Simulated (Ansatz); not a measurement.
A calculation with Ansatz (development build ahead of 0.2.0).

```yaml
crystal:
  periodic: [false, false, false]
  atoms:
    - { symbol: O, position_ang: [-1.4463, -0.1553, 0.00106] }
    - { symbol: H, position_ang: [-1.90221, 0.70285, -0.00238] }
    - { symbol: H, position_ang: [-0.51014, 0.09369, -0.00558] }
    - { symbol: O, position_ang: [1.37067, 0.17088, 0.00317] }
    - { symbol: H, position_ang: [1.54426, -0.40055, -0.75793] }
    - { symbol: H, position_ang: [1.54572, -0.41803, 0.7617] }
basis:
  gaussian: { orbitals: cc-pVTZ }
hamiltonian:
  xc: hf
correlation:
  method: mp2
  frozen_orbitals: { H: 0, O: 1 }
```

The input is written out in the form of the current development build from the run's settings.

Output:

* Converged: yes
* Reference energy: -152.11771 hartree
* Correlation energy: -0.52862 hartree
* Total energy: -152.64633 hartree
* Spin squared of the determinant: 0.000
